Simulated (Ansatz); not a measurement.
Geometry optimisation, Ansatz 0.2.0, RKS PBE/def2-SVP.

Input file:

```yaml
crystal:
  periodic: [false, false, false]
  atoms:
    - { symbol: "N", position_ang: [-0.8293, 1.7038, 0.6397] }
    - { symbol: C, position_ang: [-0.4732, 0.6301, 1.1143] }
    - { symbol: "N", position_ang: [0.0819, -0.3664, 0.3963] }
    - { symbol: C, position_ang: [0.1494, -0.3758, -1.0318] }
    - { symbol: S, position_ang: [1.0357, -1.8209, -1.6013] }
    - { symbol: H, position_ang: [-1.2698, 2.3438, 1.3777] }
    - { symbol: H, position_ang: [-0.5382, 0.4088, 2.1955] }
    - { symbol: H, position_ang: [0.1413, -1.2754, 0.8172] }
    - { symbol: H, position_ang: [-0.9495, -0.4723, -1.3446] }
    - { symbol: H, position_ang: [0.5164, 0.5234, -1.4283] }
    - { symbol: H, position_ang: [2.2007, -1.356, -1.114] }
basis:
  gaussian: { orbitals: def2-SVP }
hamiltonian:
  xc: pbe
relax:
  f_tol: 0.02
  max_steps: 50
```

Command:

```bash
$ ansatz run input.yaml --threads 2 --pin off --max-ram 3072MiB --backend cpu --events-out ev --progress --plain --runs-dir out
```

Where does it end, and by what steps?

The run converged. After 21 steps the energy has fallen by 0.589 eV; H11 moved furthest, 1.69 Å.

| step | energy less start (eV) | largest force component (eV/Å) | accepted |
| --- | --- | --- | --- |
| 0 | 0.0000 | 5.202 | yes |
| 1 | -0.4045 | 1.034 | yes |
| 2 | -0.4406 | 0.468 | yes |
| 3 | -0.4481 | 0.431 | yes |
| 4 | -0.4581 | 0.184 | yes |
| 5 | -0.4669 | 0.083 | yes |
| 6 | -0.4751 | 0.261 | yes |
| 7 | -0.4823 | 0.196 | yes |
| 8 | -0.4929 | 0.249 | yes |
| 9 | -0.5006 | 0.502 | yes |
| 10 | -0.5041 | 0.435 | yes |
| 11 | -0.5250 | 0.175 | yes |
| 12 | -0.5405 | 0.261 | yes |
| 13 | -0.5508 | 0.702 | yes |
| 14 | -0.5630 | 0.387 | yes |
| 15 | -0.5779 | 0.239 | yes |
| 16 | -0.5804 | 0.311 | yes |
| 17 | -0.5859 | 0.166 | yes |
| 18 | -0.5880 | 0.098 | yes |
| 19 | -0.5886 | 0.029 | yes |
| 20 | -0.5880 | 0.137 | no |
| 21 | -0.5887 | 0.006 | yes |

```xyz
11
Properties=species:S:1:pos:R:3
N 0.221 1.533 0.563
C -0.375 0.510 1.073
N -0.675 -0.602 0.319
C -0.208 -0.703 -1.038
S 1.617 -0.978 -1.243
H 0.302 2.280 1.267
H -0.719 0.418 2.130
H -0.843 -1.470 0.830
H -0.705 -1.551 -1.545
H -0.462 0.237 -1.564
H 1.913 0.269 -0.771
```

The run took 48 s on 2 threads of Arm Neoverse V1, on a shared host, peak memory 0.14 GiB.
